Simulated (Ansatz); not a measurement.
A nudged elastic band was laid between two geometries of CH6BN (9 atoms, charge 0, multiplicity 1).

Method: Ansatz, RKS B3LYP-D4/6-31G*.

| Item | Value |
| --- | --- |
| movable images | 5 |
| climbing image | yes |
| spring | 0.1 eV/Å² |
| optimiser | quadratic models (default) |
| start path | through a guess of the saddle point |
| force threshold | 0.03 eV/Å |
| iteration limit | 60 |
| end points | relaxed |

Image 0:

```xyz
9
Properties=species:S:1:pos:R:3
B 0.117 -0.183 0.314
H -0.142 -0.589 1.416
C 1.607 0.080 -0.136
H 2.174 -0.863 -0.139
H 1.702 0.526 -1.135
H 2.125 0.735 0.577
N -0.963 0.039 -0.546
H -1.924 -0.127 -0.283
H -0.859 0.382 -1.492
```

Image 6:

```xyz
9
Properties=species:S:1:pos:R:3
B -1.448 -0.152 0.808
H 1.248 0.068 0.936
C 1.976 0.111 0.120
H 1.952 -0.828 -0.441
H 1.734 0.948 -0.543
H 2.979 0.259 0.531
N -1.517 -0.139 -0.578
H -2.394 -0.192 -1.090
H -0.693 -0.076 -1.169
```

Problem. Which bonds break or form, and what moves?

Solution. Bonds broken: B1–H2, B1–C3. Bonds formed: H2–C3. CH6BN becomes BH2N + CH4.

Problem. What energy profile does the band end with?

Solution. It converged. The highest image is number 3 of 0 to 6, 4.37 eV above the first end and 1.10 eV above the last; the last end lies 3.27 eV above the first. Beside the main top the profile has a ripple of under 15 meV (maxima at images 3, 5), which may be a very shallow well or noise. Neighbouring images differ by up to 3.7 eV, so the band resolves the path poorly. Another band between the same ends (5 images) ends at a top of the same energy, where a vibrational analysis finds 1 clearly imaginary mode. The orbitals stay closed-shell, which can raise the energy where a bond breaks towards radicals; this wasn't checked here.

```tsv
image	path coordinate (Å)	energy (eV)	B1–H2 (Å)	B1–C3 (Å)	H2–C3 (Å)
0	0.00	0.00	1.20	1.58	2.43
1	0.92	0.03	1.20	1.58	2.44
2	1.83	0.65	1.16	1.60	2.17
3	2.75	4.37	1.24	2.18	1.49
4	4.31	3.27	2.68	3.46	1.09
5	5.90	3.28	2.64	3.59	1.10
6	7.48	3.27	2.71	3.50	1.09
```

Problem. What is the geometry of the highest image?

Solution. 
```xyz
9
Properties=species:S:1:pos:R:3:forces:R:3
B -0.425 -0.630 0.464 0.00 0.00 0.00
H 0.739 -0.872 0.828 0.00 0.00 0.00
C 1.612 -0.021 -0.036 0.00 0.00 0.00
H 2.523 -0.389 0.444 0.00 0.00 0.00
H 1.589 -0.298 -1.092 0.00 0.00 0.00
H 1.487 1.050 0.134 0.00 0.00 0.00
N -1.042 0.178 -0.477 0.00 0.00 0.00
H -2.051 0.172 -0.554 0.00 0.00 0.00
H -0.596 0.810 -1.135 0.00 0.00 0.00
```

The band took 28 iterations and of the order of 4 core-minutes.

Run time: 3.7 min on 1 thread of Arm Neoverse V1, on a shared host, peak memory 0.11 GiB.
